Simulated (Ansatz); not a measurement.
Ansatz (an electronic-structure program) input (B3LYP-D3(BJ)/def2-TZVP):

Ansatz 0.2 input:
```yaml
crystal:
  periodic: [false, false, false]
  atoms:
    - {symbol: C, position_ang: [0.59753466, 1.74308735, 0.00415876]}
    - {symbol: C, position_ang: [0.59953286, 0.40913995, 0.00070042]}
    - {symbol: C, position_ang: [-0.59953286, -0.40913995, -0.00070042]}
    - {symbol: C, position_ang: [-0.59753466, -1.74308735, -0.00415876]}
    - {symbol: H, position_ang: [1.51677473, 2.31296276, 0.00508382]}
    - {symbol: H, position_ang: [-0.32918900, 2.30525528, 0.00617206]}
    - {symbol: H, position_ang: [1.54641423, -0.12382865, -0.00124931]}
    - {symbol: H, position_ang: [-1.54641423, 0.12382865, 0.00124931]}
    - {symbol: H, position_ang: [0.32918900, -2.30525528, -0.00617206]}
    - {symbol: H, position_ang: [-1.51677473, -2.31296276, -0.00508382]}
basis:
  gaussian:
    orbitals: def2-TZVP
hamiltonian:
  xc: b3lyp
  dispersion: d3bj
phonons: {temperatures: {t_min: 298.15, t_max: 298.15, t_step: 100}}
```

Output:

```
Functional definition: B3LYP
integrals: 0.06 GiB planned
984 factors; their error is unknown
mean field: 0.64 GiB planned
mean field evaluation 1: about -4237.2625 eV, gradient 6.1e1 eV
mean field evaluation 2: about -4233.8881 eV, gradient 7.0e1 eV
mean field evaluation 4: about -4246.4676 eV, gradient 6.5e0 eV
mean field evaluation 8: about -4246.5478 eV, gradient 4.4e-2 eV
mean field evaluation 16: about -4246.5478 eV, gradient 5.2e-6 eV
mean field -4246.54776197 eV, -156.0577518388 hartree, gradient 5.0e-6 eV, S^2 0.000000; 0 other end points of the search recorded, 0 dependent functions left out
the calculation of the forces begins
reference -4246.54801807 eV, -156.0577612505 hartree; 15, 15 occupied and 145, 145 virtual orbitals, 984 factors
these checks for a lower state are left out or cut short: stability, starts, cluster_reference, orbital_swaps, neighbouring_geometries, increment
integrals: 0.06 GiB planned
984 factors; their error is unknown
mean field: 0.63 GiB planned
mean field -4246.54755683 eV, -156.0577443002 hartree, gradient 3.1e-6 eV, S^2 0.000000; 0 other end points of the search recorded, 0 dependent functions left out
the calculation of the forces begins
reference -4246.54781288 eV, -156.0577537098 hartree; 15, 15 occupied and 145, 145 virtual orbitals, 984 factors
these checks for a lower state are left out or cut short: stability, starts, cluster_reference, orbital_swaps, neighbouring_geometries, increment
integrals: 0.06 GiB planned
984 factors; their error is unknown
mean field: 0.64 GiB planned
mean field evaluation 32: about -4246.5475 eV, gradient 2.7e-6 eV
mean field -4246.54746440 eV, -156.0577409033 hartree, gradient 2.7e-6 eV, S^2 0.000000; 0 other end points of the search recorded, 0 dependent functions left out
the calculation of the forces begins
reference -4246.54772056 eV, -156.0577503170 hartree; 15, 15 occupied and 145, 145 virtual orbitals, 984 factors
these checks for a lower state are left out or cut short: stability, starts, cluster_reference, orbital_swaps, neighbouring_geometries, increment
integrals: 0.06 GiB planned
984 factors; their error is unknown
mean field: 0.64 GiB planned
mean field -4246.54766156 eV, -156.0577481489 hartree, gradient 2.9e-6 eV, S^2 0.000000; 0 other end points of the search recorded, 0 dependent functions left out
the calculation of the forces begins
reference -4246.54791769 eV, -156.0577575616 hartree; 15, 15 occupied and 145, 145 virtual orbitals, 984 factors
these checks for a lower state are left out or cut short: stability, starts, cluster_reference, orbital_swaps, neighbouring_geometries, increment
integrals: 0.06 GiB planned
984 factors; their error is unknown
mean field: 0.63 GiB planned
mean field -4246.54763481 eV, -156.0577471658 hartree, gradient 2.6e-6 eV, S^2 0.000000; 0 other end points of the search recorded, 0 dependent functions left out
the calculation of the forces begins
reference -4246.54789088 eV, -156.0577565764 hartree; 15, 15 occupied and 145, 145 virtual orbitals, 984 factors
these checks for a lower state are left out or cut short: stability, starts, cluster_reference, orbital_swaps, neighbouring_geometries, increment
integrals: 0.06 GiB planned
984 factors; their error is unknown
mean field: 0.63 GiB planned
mean field -4246.54752756 eV, -156.0577432244 hartree, gradient 2.9e-6 eV, S^2 0.000000; 0 other end points of the search recorded, 0 dependent functions left out
the calculation of the forces begins
reference -4246.54778374 eV, -156.0577526390 hartree; 15, 15 occupied and 145, 145 virtual orbitals, 984 factors
these checks for a lower state are left out or cut short: stability, starts, cluster_reference, orbital_swaps, neighbouring_geometries, increment
integrals: 0.06 GiB planned
984 factors; their error is unknown
mean field: 0.63 GiB planned
mean field -4246.54749354 eV, -156.0577419742 hartree, gradient 3.1e-6 eV, S^2 0.000000; 0 other end points of the search recorded, 0 dependent functions left out
the calculation of the forces begins
reference -4246.54774956 eV, -156.0577513829 hartree; 15, 15 occupied and 145, 145 virtual orbitals, 984 factors
these checks for a lower state are left out or cut short: stability, starts, cluster_reference, orbital_swaps, neighbouring_geometries, increment
integrals: 0.06 GiB planned
984 factors; their error is unknown
mean field: 0.63 GiB planned
mean field evaluation 64: about -4246.5642 eV, gradient 5.7e-1 eV
mean field -4246.54765923 eV, -156.0577480634 hartree, gradient 2.9e-6 eV, S^2 0.000000; 0 other end points of the search recorded, 0 dependent functions left out
the calculation of the forces begins
reference -4246.54791529 eV, -156.0577574733 hartree; 15, 15 occupied and 145, 145 virtual orbitals, 984 factors
these checks for a lower state are left out or cut short: stability, starts, cluster_reference, orbital_swaps, neighbouring_geometries, increment
integrals: 0.06 GiB planned
984 factors; their error is unknown
mean field: 0.63 GiB planned
mean field -4246.54763807 eV, -156.0577472857 hartree, gradient 2.9e-6 eV, S^2 0.000000; 0 other end points of the search recorded, 0 dependent functions left out
the calculation of the forces begins
reference -4246.54789422 eV, -156.0577566992 hartree; 15, 15 occupied and 145, 145 virtual orbitals, 984 factors
these checks for a lower state are left out or cut short: stability, starts, cluster_reference, orbital_swaps, neighbouring_geometries, increment
integrals: 0.06 GiB planned
984 factors; their error is unknown
mean field: 0.64 GiB planned
mean field -4246.54773880 eV, -156.0577509876 hartree, gradient 2.6e-6 eV, S^2 0.000000; 0 other end points of the search recorded, 0 dependent functions left out
the calculation of the forces begins
reference -4246.54799494 eV, -156.0577604006 hartree; 15, 15 occupied and 145, 145 virtual orbitals, 984 factors
these checks for a lower state are left out or cut short: stability, starts, cluster_reference, orbital_swaps, neighbouring_geometries, increment
integrals: 0.06 GiB planned
984 factors; their error is unknown
mean field: 0.63 GiB planned
mean field -4246.54770119 eV, -156.0577496052 hartree, gradient 2.7e-6 eV, S^2 0.000000; 0 other end points of the search recorded, 0 dependent functions left out
the calculation of the forces begins
reference -4246.54795725 eV, -156.0577590155 hartree; 15, 15 occupied and 145, 145 virtual orbitals, 984 factors
these checks for a lower state are left out or cut short: stability, starts, cluster_reference, orbital_swaps, neighbouring_geometries, increment
integrals: 0.06 GiB planned
984 factors; their error is unknown
mean field: 0.63 GiB planned
mean field evaluation 96: about -4246.5473 eV, gradient 5.3e-1 eV
mean field -4246.54772440 eV, -156.0577504583 hartree, gradient 2.7e-6 eV, S^2 0.000000; 0 other end points of the search recorded, 0 dependent functions left out
the calculation of the forces begins
reference -4246.54798053 eV, -156.0577598709 hartree; 15, 15 occupied and 145, 145 virtual orbitals, 984 factors
these checks for a lower state are left out or cut short: stability, starts, cluster_reference, orbital_swaps, neighbouring_geometries, increment
integrals: 0.06 GiB planned
984 factors; their error is unknown
mean field: 0.63 GiB planned
mean field -4246.54770901 eV, -156.0577498925 hartree, gradient 2.8e-6 eV, S^2 0.000000; 0 other end points of the search recorded, 0 dependent functions left out
the calculation of the forces begins
reference -4246.54796508 eV, -156.0577593032 hartree; 15, 15 occupied and 145, 145 virtual orbitals, 984 factors
these checks for a lower state are left out or cut short: stability, starts, cluster_reference, orbital_swaps, neighbouring_geometries, increment
integrals: 0.06 GiB planned
984 factors; their error is unknown
mean field: 0.64 GiB planned
mean field -4246.54774645 eV, -156.0577512686 hartree, gradient 2.9e-6 eV, S^2 0.000000; 0 other end points of the search recorded, 0 dependent functions left out
the calculation of the forces begins
reference -4246.54800258 eV, -156.0577606812 hartree; 15, 15 occupied and 145, 145 virtual orbitals, 984 factors
these checks for a lower state are left out or cut short: stability, starts, cluster_reference, orbital_swaps, neighbouring_geometries, increment
integrals: 0.06 GiB planned
984 factors; their error is unknown
mean field: 0.63 GiB planned
mean field -4246.54769566 eV, -156.0577494022 hartree, gradient 2.9e-6 eV, S^2 0.000000; 0 other end points of the search recorded, 0 dependent functions left out
the calculation of the forces begins
reference -4246.54795174 eV, -156.0577588130 hartree; 15, 15 occupied and 145, 145 virtual orbitals, 984 factors
these checks for a lower state are left out or cut short: stability, starts, cluster_reference, orbital_swaps, neighbouring_geometries, increment
integrals: 0.06 GiB planned
984 factors; their error is unknown
mean field: 0.64 GiB planned
mean field evaluation 128: about -4246.5477 eV, gradient 5.7e-3 eV
mean field -4246.54771675 eV, -156.0577501773 hartree, gradient 2.7e-6 eV, S^2 0.000000; 0 other end points of the search recorded, 0 dependent functions left out
the calculation of the forces begins
reference -4246.54797282 eV, -156.0577595876 hartree; 15, 15 occupied and 145, 145 virtual orbitals, 984 factors
these checks for a lower state are left out or cut short: stability, starts, cluster_reference, orbital_swaps, neighbouring_geometries, increment
integrals: 0.06 GiB planned
984 factors; their error is unknown
mean field: 0.64 GiB planned
mean field -4246.54771716 eV, -156.0577501921 hartree, gradient 2.7e-6 eV, S^2 0.000000; 0 other end points of the search recorded, 0 dependent functions left out
the calculation of the forces begins
reference -4246.54797330 eV, -156.0577596051 hartree; 15, 15 occupied and 145, 145 virtual orbitals, 984 factors
these checks for a lower state are left out or cut short: stability, starts, cluster_reference, orbital_swaps, neighbouring_geometries, increment
integrals: 0.06 GiB planned
984 factors; their error is unknown
mean field: 0.63 GiB planned
mean field -4246.54772486 eV, -156.0577504752 hartree, gradient 3.0e-6 eV, S^2 0.000000; 0 other end points of the search recorded, 0 dependent functions left out
the calculation of the forces begins
reference -4246.54798093 eV, -156.0577598856 hartree; 15, 15 occupied and 145, 145 virtual orbitals, 984 factors
these checks for a lower state are left out or cut short: stability, starts, cluster_reference, orbital_swaps, neighbouring_geometries, increment
integrals: 0.06 GiB planned
984 factors; their error is unknown
mean field: 0.64 GiB planned
mean field -4246.54772109 eV, -156.0577503366 hartree, gradient 2.9e-6 eV, S^2 0.000000; 0 other end points of the search recorded, 0 dependent functions left out
the calculation of the forces begins
reference -4246.54797723 eV, -156.0577597495 hartree; 15, 15 occupied and 145, 145 virtual orbitals, 984 factors
these checks for a lower state are left out or cut short: stability, starts, cluster_reference, orbital_swaps, neighbouring_geometries, increment
integrals: 0.06 GiB planned
984 factors; their error is unknown
mean field: 0.64 GiB planned
mean field evaluation 160: about -4246.5477 eV, gradient 2.8e-6 eV
mean field -4246.54773132 eV, -156.0577507127 hartree, gradient 2.8e-6 eV, S^2 0.000000; 0 other end points of the search recorded, 0 dependent functions left out
the calculation of the forces begins
reference -4246.54798746 eV, -156.0577601256 hartree; 15, 15 occupied and 145, 145 virtual orbitals, 984 factors
these checks for a lower state are left out or cut short: stability, starts, cluster_reference, orbital_swaps, neighbouring_geometries, increment
integrals: 0.06 GiB planned
984 factors; their error is unknown
mean field: 0.63 GiB planned
mean field -4246.54769980 eV, -156.0577495544 hartree, gradient 2.8e-6 eV, S^2 0.000000; 0 other end points of the search recorded, 0 dependent functions left out
the calculation of the forces begins
reference -4246.54795587 eV, -156.0577589648 hartree; 15, 15 occupied and 145, 145 virtual orbitals, 984 factors
Total energy: -4246.84268673 eV, -156.0685901239 hartree
Atom 0 at     0.597535     1.743087     0.004159 Å, force     0.000303     0.000116     0.000000 eV/Å
Atom 1 at     0.599533     0.409140     0.000700 Å, force    -0.000283     0.000214     0.000001 eV/Å
Atom 2 at    -0.599533    -0.409140    -0.000700 Å, force     0.000283    -0.000214    -0.000001 eV/Å
Atom 3 at    -0.597535    -1.743087    -0.004159 Å, force    -0.000303    -0.000116    -0.000000 eV/Å
Atom 4 at     1.516775     2.312963     0.005084 Å, force    -0.000145     0.000076     0.000000 eV/Å
Atom 5 at    -0.329189     2.305255     0.006172 Å, force     0.000163    -0.000172    -0.000001 eV/Å
Atom 6 at     1.546414    -0.123829    -0.001249 Å, force    -0.000113     0.000065     0.000000 eV/Å
Atom 7 at    -1.546414     0.123829     0.001249 Å, force     0.000113    -0.000065    -0.000000 eV/Å
Atom 8 at     0.329189    -2.305255    -0.006172 Å, force    -0.000163     0.000172     0.000001 eV/Å
Atom 9 at    -1.516775    -2.312963    -0.005084 Å, force     0.000145    -0.000076    -0.000000 eV/Å
Dipole moment:     0.000000     0.000000     0.000000 e Å
Vibrations: 174.42 299.11 520.61 540.33 782.38 903.18 942.04 942.37 1001.58 1008.36 1055.38 1231.90 1319.49 1325.44 1420.85 1479.66 1654.70 1705.95 3130.04 3140.11 3142.42 3142.98 3226.76 3227.14 cm⁻¹, zero-point energy 2.313371 eV
```
